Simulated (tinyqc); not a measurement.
Inside a calculation. Method: extended Hueckel theory, for N2. One step of it, computed by the program tinyqc.

Question. Wolfsberg-Helmholz matrix. H_ij = K' S_ij (H_ii + H_jj)/2 for i != j (the diagonal keeps H_ii), with K' = 1.75.

overlap S:
```
            1N 2s    1N 2px    1N 2py     1N 2pz     2N 2s    2N 2px    2N 2py     2N 2pz
1N 2s    1.000000  0.000000  0.000000   0.000000  0.347090  0.000000  0.000000  -0.370266
1N 2px   0.000000  1.000000  0.000000   0.000000  0.000000  0.197004  0.000000   0.000000
1N 2py   0.000000  0.000000  1.000000   0.000000  0.000000  0.000000  0.197004   0.000000
1N 2pz   0.000000  0.000000  0.000000   1.000000  0.370266  0.000000  0.000000  -0.330112
2N 2s    0.347090  0.000000  0.000000   0.370266  1.000000  0.000000  0.000000   0.000000
2N 2px   0.000000  0.197004  0.000000   0.000000  0.000000  1.000000  0.000000   0.000000
2N 2py   0.000000  0.000000  0.197004   0.000000  0.000000  0.000000  1.000000   0.000000
2N 2pz  -0.370266  0.000000  0.000000  -0.330112  0.000000  0.000000  0.000000   1.000000
```

diagonal H_ii (eV): 1N 2s -26.000000, 1N 2px -13.400000, 1N 2py -13.400000, 1N 2pz -13.400000, 2N 2s -26.000000, 2N 2px -13.400000, 2N 2py -13.400000, 2N 2pz -13.400000

K = 1.750000

Give: H.

Answer.

H (eV):
```
          1N 2s   1N 2px   1N 2py   1N 2pz    2N 2s   2N 2px   2N 2py   2N 2pz
1N 2s   -26.000    0.000    0.000    0.000  -15.793    0.000    0.000   12.765
1N 2px    0.000  -13.400    0.000    0.000    0.000   -4.620    0.000    0.000
1N 2py    0.000    0.000  -13.400    0.000    0.000    0.000   -4.620    0.000
1N 2pz    0.000    0.000    0.000  -13.400  -12.765    0.000    0.000    7.741
2N 2s   -15.793    0.000    0.000  -12.765  -26.000    0.000    0.000    0.000
2N 2px    0.000   -4.620    0.000    0.000    0.000  -13.400    0.000    0.000
2N 2py    0.000    0.000   -4.620    0.000    0.000    0.000  -13.400    0.000
2N 2pz   12.765    0.000    0.000    7.741    0.000    0.000    0.000  -13.400
```
